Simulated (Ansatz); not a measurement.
Geometry optimisation, Ansatz 0.2.0, RKS PBE-D4/6-31G*.

The input (input.yaml):

```yaml
crystal:
  periodic: [false, false, false]
  atoms:
    - { symbol: C, position_ang: [-0.99869, 0.15179, -1.0055] }
    - { symbol: Si, position_ang: [0.12528, 0.13227, 0.32248] }
    - { symbol: S, position_ang: [1.33665, 0.29472, 1.99307] }
    - { symbol: H, position_ang: [-1.83696, -0.53393, -1.04063] }
    - { symbol: H, position_ang: [-0.77398, 0.6852, -1.92199] }
    - { symbol: H, position_ang: [1.12756, -0.8938, 0.19515] }
total_charge: 1
basis:
  gaussian: { orbitals: "6-31G*" }
hamiltonian:
  xc: pbe
  dispersion: d4
relax:
  f_tol: 0.02
  max_steps: 50
output:
  orbitals: {}
```

Launched with:

```bash
$ ansatz run input.yaml --threads 1 --pin off --max-ram 2048MiB --backend cpu --events-out ev --progress --plain --runs-dir out
```

Task: Where does it end, and by what steps?

Result: It converged. Limits of this set-up: the dipole of an ion depends on the origin. After 14 steps the energy has fallen by 3.568 eV; H6 moved furthest, 1.81 Å. Parted: Si2–H6. Joined: C1–H6.

```csv
step,energy less start (eV),largest force component (eV/Å),accepted
0,0.0000,2.256,yes
1,-0.2029,0.911,yes
2,-0.3144,0.701,yes
3,-0.4351,0.905,yes
4,-0.5731,0.523,yes
5,-0.6930,0.424,yes
6,-0.8690,0.603,yes
7,-1.2306,1.150,yes
8,-2.1079,1.821,yes
9,-2.8881,2.955,yes
10,-3.4073,0.717,yes
11,-3.5319,0.448,yes
12,-3.5661,0.149,yes
13,-3.5676,0.091,yes
14,-3.5679,0.006,yes
```

```xyz
6
Properties=species:S:1:pos:R:3
C -0.473 -0.247 -0.904
Si 0.265 0.290 0.709
S 1.027 0.842 2.372
H -1.515 -0.569 -0.726
H -0.449 0.607 -1.605
H 0.125 -1.087 -1.303
```

Time of the run: 28 s on 1 thread of Arm Neoverse V1, with other jobs on the host, peak memory 0.13 GiB.
